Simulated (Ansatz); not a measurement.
The inner images of a band of AlH5S (7 atoms, charge 0, multiplicity 1) are given out of order.

Method: Ansatz, RKS B3LYP/def2-mTZVP.

Image 0:

```xyz
7
Properties=species:S:1:pos:R:3
Al -0.037 0.094 -0.012
H -0.561 0.580 1.411
H 1.510 0.255 -0.348
H -1.086 -0.043 -1.201
S 0.089 -2.464 0.487
H -1.132 -2.635 1.046
H 0.717 -2.430 1.686
```

Image 8:

```xyz
7
Properties=species:S:1:pos:R:3
Al 0.073 -0.772 -0.656
H 0.127 0.514 2.873
H 1.472 -0.063 -0.800
H -1.325 -0.044 -0.712
S 0.131 -2.950 -0.362
H -1.212 -3.122 -0.294
H 0.232 -0.206 3.020
```

Problem. Put them in order from the first end to the last, with their energies above the first end.
A.
```xyz
7
Properties=species:S:1:pos:R:3
Al 0.059 -0.015 -0.027
H -0.178 0.277 1.530
H 1.521 0.249 -0.576
H -1.233 -0.057 -0.946
S 0.273 -2.533 0.691
H -1.043 -2.833 0.623
H 0.100 -1.731 1.775
```
B.
```xyz
7
Properties=species:S:1:pos:R:3
Al 0.010 0.084 -0.015
H -0.323 0.562 1.467
H 1.489 0.286 -0.560
H -1.192 -0.091 -1.042
S 0.235 -2.457 0.597
H -1.080 -2.761 0.693
H 0.363 -2.266 1.929
```
C.
```xyz
7
Properties=species:S:1:pos:R:3
Al 0.153 -0.624 -0.335
H -0.096 0.123 1.982
H 1.528 0.134 -0.469
H -1.248 0.034 -0.645
S 0.254 -2.775 0.179
H -1.079 -2.915 0.383
H -0.012 -0.619 1.974
```
D.
```xyz
7
Properties=species:S:1:pos:R:3
Al 0.146 -0.503 -0.228
H -0.134 -0.060 1.748
H 1.527 0.236 -0.418
H -1.244 0.011 -0.772
S 0.287 -2.666 0.450
H -1.052 -2.830 0.588
H -0.030 -0.832 1.701
```
E.
```xyz
7
Properties=species:S:1:pos:R:3
Al 0.103 -0.232 -0.081
H -0.126 -0.058 1.601
H 1.550 0.247 -0.471
H -1.258 -0.025 -0.849
S 0.270 -2.556 0.699
H -1.060 -2.813 0.634
H 0.020 -1.205 1.536
```
F.
```xyz
7
Properties=species:S:1:pos:R:3
Al 0.122 -0.676 -0.416
H 0.005 0.275 2.248
H 1.507 0.058 -0.573
H -1.285 0.021 -0.570
S 0.213 -2.839 -0.016
H -1.126 -3.016 0.095
H 0.064 -0.465 2.301
```
G.
```xyz
7
Properties=species:S:1:pos:R:3
Al 0.097 -0.723 -0.531
H 0.083 0.399 2.569
H 1.489 -0.003 -0.683
H -1.306 -0.008 -0.623
S 0.170 -2.895 -0.191
H -1.172 -3.074 -0.122
H 0.139 -0.337 2.650
```

Solution. B (+0.02 eV), A (+0.21 eV), E (+0.65 eV), D (-0.11 eV), C (-0.44 eV), F (-0.53 eV), G (-0.55 eV).

The run took 110 s on 1 thread of Arm Neoverse V2, on a shared host, peak memory 0.11 GiB.
